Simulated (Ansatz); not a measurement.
# H3O, doublet: from triple and quadruple zeta to the limit

```yaml
atoms:
  - { symbol: O, position_ang: [-0.1709, -0.0491, 0.0000] }
  - { symbol: H, position_ang: [-0.4202, 0.8775, 0.0000] }
  - { symbol: H, position_ang: [1.1261, -0.0491, 0.0000] }
  - { symbol: H, position_ang: [2.0061, -0.0491, 0.0000] }
```

Ansatz 0.2.0, UHF determinant, valence electrons correlated. Energies in eV.

| set | X | functions | Hartree–Fock | MP2 correlation | CCSD(T) correlation | time |
| --- | --- | --- | --- | --- | --- | --- |
| def2-TZVPP | 3 | 73 | -2082.1994 | -6.8839 | -7.6848 | 5.5 s on 1 × NVIDIA H100 80GB HBM3 with 1 thread of AMD EPYC 7R13 Processor (Zen 3) (shared host) |
| def2-QZVPP | 4 | 147 | -2082.3139 | -7.4492 | -8.2247 | 6.5 s on 1 × NVIDIA H100 80GB HBM3 with 1 thread of AMD EPYC 7R13 Processor (Zen 3), with other jobs on the host |

Hartree–Fock is taken to follow E(X) = E∞ + A·exp(−7.88·√X), correlation E(X) = E∞ + B·X^−2.97.

Question: Work out the CCSD(T) energy at the limit, and how far the shortcut misses it that extrapolates MP2 and adds CCSD(T) minus MP2 from the smaller set.

Answer: Hartree–Fock: E∞ = E4 + 0.1377·(E4 − E3) = -2082.3296. Correlation: E∞ = E4 + 0.7407·(E4 − E3) = -8.6247 for CCSD(T) and -7.8680 for MP2. The limit is -2090.9543 eV, 0.416 eV below def2-QZVPP. The shortcut gives a correlation energy of -7.8680 + (-0.8009) = -8.6690, 44 meV lower than the direct value.
